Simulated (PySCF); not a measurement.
Input file for PySCF: D3(BJ) and D4 dispersion corrections on CH3H2ts, 2S+1 = 2.

```python
from pyscf import gto
from pyscf.dispersion import dftd3, dftd4

mol = gto.M(
    atom='''
    C     0.00000000    0.26481300    0.00000000
    H     1.05342900    0.51666800    0.00000000
    H    -0.52662700    0.51702500    0.91225000
    H    -0.52662700    0.51702500   -0.91225000
    H    -0.00026000   -1.11777100    0.00000000
    H     0.00008400   -2.02182500    0.00000000
    ''',
    basis='def2-svp',
    charge=0, spin=1, verbose=0, max_memory=1800)
d3, d4 = {}, {}
for xc in ['hf', 'pbe', 'blyp', 'revpbe', 'tpss', 'r2scan', 'b3lyp', 'pbe0', 'bhlyp', 'camb3lyp', 'b2plyp']:
    d3[xc] = float(dftd3.DFTD3Dispersion(mol, xc=xc, version='d3bj', atm=False).get_dispersion()['energy'])
    print(f'D3(BJ) {xc:10s} {d3[xc]:14.8f} Eh')
for xc in ['hf', 'pbe', 'blyp', 'revpbe', 'tpss', 'r2scan', 'b3lyp', 'pbe0', 'bhlyp', 'camb3lyp', 'b2plyp']:
    d4[xc] = float(dftd4.DFTD4Dispersion(mol, xc={'camb3lyp': 'cam-b3lyp'}.get(xc, xc), atm=True).get_dispersion()['energy'])
    print(f'D4     {xc:10s} {d4[xc]:14.8f} Eh')
```

Output:

```
D3(BJ) hf            -0.01774619 Eh
D3(BJ) pbe           -0.00183696 Eh
D3(BJ) blyp          -0.00366681 Eh
D3(BJ) revpbe        -0.00516703 Eh
D3(BJ) tpss          -0.00218042 Eh
D3(BJ) r2scan        -0.00045843 Eh
D3(BJ) b3lyp         -0.00293961 Eh
D3(BJ) pbe0          -0.00145196 Eh
D3(BJ) bhlyp         -0.00211960 Eh
D3(BJ) camb3lyp      -0.00114288 Eh
D3(BJ) b2plyp        -0.00122865 Eh
D4     hf            -0.00673274 Eh
D4     pbe           -0.00150858 Eh
D4     blyp          -0.00353893 Eh
D4     revpbe        -0.00647291 Eh
D4     tpss          -0.00205206 Eh
D4     r2scan        -0.00037439 Eh
D4     b3lyp         -0.00238137 Eh
D4     pbe0          -0.00122559 Eh
D4     bhlyp         -0.00144950 Eh
D4     camb3lyp      -0.00118227 Eh
D4     b2plyp        -0.00104071 Eh
```

The run finished.

Cost: about 0.04 core-seconds (a rough figure).
